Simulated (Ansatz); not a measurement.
Be₃H₂: from a trial structure to a relaxed crystal

Level of theory: Ansatz 0.2.0, DFT PBE, scalar-relativistic, plane waves, PAW. Cutoff 420 eV, Γ-centred k mesh, Gaussian smearing, no spin polarisation in the final step.

This is the end of a relaxation of cell and atoms.

```xyz
5
Lattice="0.0000 3.2076 4.4773 1.8512 0.0000 4.4773 1.8512 3.2076 0.0000" Properties=species:S:1:pos:R:3 pbc="T T T"
Be    1.8512    1.0421    4.4773
Be    1.8512    5.3730    4.4773
Be    1.8512    3.2076    4.4773
H     1.8512    3.2076    7.9011
H     1.8512    3.2076    1.0536
```

Energies over the elements count from the elements' standard structures at the same level (H₂ as a molecule), with no empirical corrections.

(1) What space group does it have?

(2) How far does it lie from the elements in energy?

(3) Is it a metal?

Answers

(1) Fmmm (No. 69). Conventional cell: a = 3.702 Å, b = 6.415 Å, c = 8.955 Å. Be on Wyckoff site h (2 atoms of the primitive cell) has 2 H at 1.48 Å; Be on Wyckoff site b (1 atom of the primitive cell) has 6 Be at 2.12–2.17 Å and 4 H at 2.13 Å; H has 2 Be at 1.48 Å.

(2) 0.27 eV/atom.

(3) Yes, bands cross the Fermi level on the 12×12×12 mesh.

The final run used a 12×12×12 mesh on its 5-atom cell and 0.10 eV smearing. For metals, differences of a few meV/atom aren't resolved. No dispersion correction is applied, so the spacing between layers, chains or molecules is poorly fixed, and with it the volume and density. The cell came from a trial start, so Be₃H₂ may not exist in this structure.

Cost: 3 runs of about 1.4 core-minutes in all, on Intel Xeon 6975P-C (Granite Rapids) (shared hosts).